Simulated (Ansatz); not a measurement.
**CH4N (quartet): from Hartree-Fock to the top rungs at distance C1–H5 along a hydrogen transfer = 1.173 Å, cc-pVDZ**

The task here is to estimate one member of a computed series from the others.

Computed with Ansatz 0.2.0, Gaussian basis. Level: cc-pVDZ, core rule «outside noble gas», up to 2 orbitals frozen.

Plan: UHF; CCSD(T) on ROHF; CCSD(T) on UHF; BCCD(T) on ROHF; CISD; CCSDT(Q) on ROHF; CCSDT(Q) on UHF; CASSCF and MRCISD+Q, 5 electrons in 5 orbitals; CASSCF and NEVPT2, 5 electrons in 5 orbitals.

7 further runs of the same task are left out: 1 for a mislabelled method, 5 that didn't finish, 1 set aside as unsound or not needed.

**The system**

The geometry derives from fragments relaxed apart (PBE0/def2-TZVP) and kept rigid, so it is no stationary point. A hydrogen atom is moved between rigid fragments.

6 atoms, charge 0, spin multiplicity 4.

Atoms are counted from 1 here; the program's logs count them from 0.

Bond lengths: C1–H2 1.090 Å, C1–H3 1.090 Å, C1–H4 1.090 Å, C1–H5 1.173 Å, H5–N6 1.248 Å. Angles: H2–C1–H3 109.5°, H2–C1–H4 109.5°, H2–C1–H5 109.5°, H3–C1–H4 109.5°, H3–C1–H5 109.5°, H4–C1–H5 109.5°, C1–H5–N6 180.0°.

The first run:

in.yaml reads:

```yaml
crystal:
  periodic: [false, false, false]
  atoms:
    - {symbol: C, position_ang: [-1.131288, 0.000000, 0.000000]}
    - {symbol: H, position_ang: [-1.494494, 1.027301, 0.000000]}
    - {symbol: H, position_ang: [-1.494494, -0.513650, 0.889668]}
    - {symbol: H, position_ang: [-1.494494, -0.513650, -0.889669]}
    - {symbol: H, position_ang: [0.041712, 0.000000, 0.000000]}
    - {symbol: N, position_ang: [1.289712, 0.000000, 0.000000]}
basis:
  gaussian: {orbitals: cc-pVDZ}
magnetization: {spin_polarized: true, initial_magnetization: 3}
hamiltonian: {xc: hf}
output: {orbitals: {seedname: orbitals}}
```

On the command line:

```sh
ansatz run in.yaml --threads 1 --pin off --events-out ev --progress --plain --max-ram 2393MiB
```

Steps of the session up to this table: UHF; CCSD(T) on ROHF; CCSD(T) on UHF; BCCD(T) on ROHF; CISD; CCSDT(Q) on ROHF; CCSDT(Q) on UHF; CASSCF and MRCISD+Q, 5 electrons in 5 orbitals; CASSCF and NEVPT2, 5 electrons in 5 orbitals.

One table of the session follows, with a row left open; its other results are not shown here.

It belongs to the step «Misses and costs». 

| method | from UCCSDT(Q) (kcal/mol) |
| --- | --- |
| ROHF | +190.43 |
| UHF | +184.65 |
| RMP2 | +29.25 |
| UMP2 | +29.22 |
| CISD | +17.95 |
| RCCSD | +4.56 |
| UCCSD | +4.42 |
| RCCSD(T) | +0.67 |
| UCCSD(T) | +0.65 |
| BCCD(T) | +0.69 |
| RCCSDT | +0.23 |
| UCCSDT | ? |
| RCCSDT(Q) | +0.04 |
| UCCSDT(Q) | 0 |
| CASSCF pair | +176.96 |
| NEVPT2 pair | +29.12 |

Q: Estimate the row for UCCSDT from the others.

**Answer.** from UCCSDT(Q) (kcal/mol): +0.19. In the column «from UCCSDT(Q) (kcal/mol)» it lies between RCCSDT(Q) (+0.04) and RCCSDT (+0.23).

Not comparable, so not listed: CASSCF and MRCISD+Q, 5 electrons in 5 orbitals (they don't share determinant, frozen orbitals or solution with the rows shown, or repeat one).

To keep in mind: Restricted and unrestricted rows rest on different reference determinants; where their highest levels disagree by more than a few hundredths of an eV, they describe different states and don't form one ladder. Warnings in the runs' records: passed over end.
